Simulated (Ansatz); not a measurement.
**CH4MgO: up Jacob's ladder to CCSD(T)**

The task here is to estimate one member of a computed series from the others.

Method: functionals in def2-TZVPP, the program's frozen cores in correlated methods; program: Ansatz 0.2.0, Gaussian basis.

The runs, in order: LDA (SPW92), PBE-D4, revPBE-D4, BLYP-D4, r2SCAN-D4, B97M-V, PBE0-D4, B3LYP-D4, r2SCANh-D4, r2SCAN0-D4, HSE06-D4, BHLYP-D4, CAM-B3LYP-D4, LC-ωPBE, ωB97X-V, ωB97M-V, B2PLYP, PBE-QIDH; CCSD(T)/def2-SVP; CCSD(T)/def2-TZVPP; MP2/def2-QZVPP; extrapolation to the limit; RPA on PBE.

### The relaxed structure

An earlier PBE0-D4 in a triple-zeta def2 set relaxation fixed the geometry.

SMILES `C[O][MgH]`, 7 atoms, charge 0, spin multiplicity 1.

Atoms are counted from 1 here; the program's logs count them from 0.

Bond lengths: C1–O2 1.376 Å, C1–H4 1.100 Å, C1–H5 1.100 Å, C1–H6 1.100 Å, O2–Mg3 1.763 Å, Mg3–H7 1.690 Å. Angles: O2–C1–H4 111.8°, O2–C1–H5 111.8°, O2–C1–H6 111.8°, H4–C1–H5 107.0°, H4–C1–H6 107.0°, H5–C1–H6 107.0°, C1–O2–Mg3 180.0°, O2–Mg3–H7 180.0°.

The first run:

Contents of in.yaml:

```yaml
crystal:
  periodic: [false, false, false]
  atoms:
    - {symbol: C, position_ang: [-0.635049, 0.951282, -0.089411]}
    - {symbol: O, position_ang: [0.128275, -0.189080, 0.009284]}
    - {symbol: Mg, position_ang: [1.107294, -1.649766, 0.134956]}
    - {symbol: H, position_ang: [-0.913284, 1.167886, -1.131210]}
    - {symbol: H, position_ang: [-0.101646, 1.834334, 0.291872]}
    - {symbol: H, position_ang: [-1.570386, 0.867767, 0.483158]}
    - {symbol: H, position_ang: [2.046097, -3.050424, 0.255452]}
basis:
  gaussian: {orbitals: def2-TZVPP}
hamiltonian: {xc: lda}
output: {orbitals: {seedname: orbitals}}
```

Steps of the session up to this table: LDA; PBE-D4 (GGA); revPBE-D4 (GGA); BLYP-D4 (GGA); r2SCAN-D4 (meta-GGA); B97M-V (meta-GGA); PBE0-D4 (hybrid); B3LYP-D4 (hybrid); r2SCANh-D4 (hybrid); r2SCAN0-D4 (hybrid); HSE06-D4 (hybrid); BHLYP-D4 (hybrid); CAM-B3LYP-D4 (range-separated); LC-ωPBE-D4 (range-separated; the results give it without D4); ωB97X-V (range-separated); ωB97M-V (range-separated); B2PLYP (double hybrid); PBE-QIDH (double hybrid).

One table of the session follows, with a row left open; its other results are not shown here.

It belongs to the step «Frontier levels by functional». 

```
  functional  HOMO (eV)  gap (eV)
 LDA (SPW92)      -5.78      4.30
      PBE-D4      -5.62      4.30
   revPBE-D4      -5.56      4.34
     BLYP-D4      -5.56      4.25
   r2SCAN-D4      -5.91      5.10
      B97M-V          ?         ?
     PBE0-D4      -7.10      6.52
    B3LYP-D4      -6.90      6.02
  r2SCANh-D4      -6.47      5.88
  r2SCAN0-D4      -7.32      7.04
    HSE06-D4      -6.69      5.75
    BHLYP-D4      -8.58      8.57
CAM-B3LYP-D4      -8.60      8.77
     LC-ωPBE      -9.94     11.19
     ωB97X-V      -9.61     10.71
     ωB97M-V      -9.55     10.25
```

**Question.** Estimate the row for B97M-V.

As computed: HOMO (eV): -6.01; gap (eV): 4.69. In the column «HOMO (eV)» it lies between r2SCANh-D4 (-6.47) and r2SCAN-D4 (-5.91).
